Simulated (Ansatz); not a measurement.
```yaml
crystal:
  periodic: [false, false, false]
  atoms:
    - {symbol: Al, position_ang: [-0.613996, -0.748953, -0.513778]}
    - {symbol: S, position_ang: [0.625006, 0.694468, 1.161525]}
    - {symbol: H, position_ang: [0.050613, -2.123604, -0.051252]}
    - {symbol: H, position_ang: [-2.072172, -0.374631, 0.014401]}
    - {symbol: H, position_ang: [-0.091162, -0.063930, -1.857996]}
    - {symbol: H, position_ang: [0.328684, 1.890979, 0.625504]}
    - {symbol: H, position_ang: [1.834326, 0.657670, 0.575895]}
basis:
  gaussian: {orbitals: "6-31G*", final_grid: {core_spheres: 8, valence_spheres: 7, degree: 23}}
hamiltonian: {xc: {name: HSE06}}
```

```sh
$ ansatz run in.yaml --threads 4 --pin off --events-out ev --progress --plain --max-ram 10444MiB
```

Shortened log:

```
Functional definition: HSE06
491 factors; integrals over basis functions are off by at most 7.5e-4 eV
87 factors; integrals over basis functions are off by at most 6.8e-7 eV
mean field evaluation 1: about -17503.9143 eV, gradient 1.2e1 eV
mean field evaluation 2: about -17504.4314 eV, gradient 5.6e0 eV
mean field evaluation 4: about -17504.5536 eV, gradient 1.8e-1 eV
mean field evaluation 8: about -17504.6745 eV, gradient 5.5e-2 eV
mean field -17504.67449128 eV, -643.2849224599 hartree, gradient 2.3e-5 eV, S^2 0.000000; 0 other end points of the search recorded, 0 dependent functions left out
reference -17504.67453041 eV, -643.2849238980 hartree; 17, 17 occupied and 31, 31 virtual orbitals, 491 factors
Total energy: -17504.67453041 eV, -643.2849238980 hartree
```

It took 0.35 s on 4 threads of an Arm Neoverse V1 on a shared host, with 0.08 GiB of host memory at the peak.
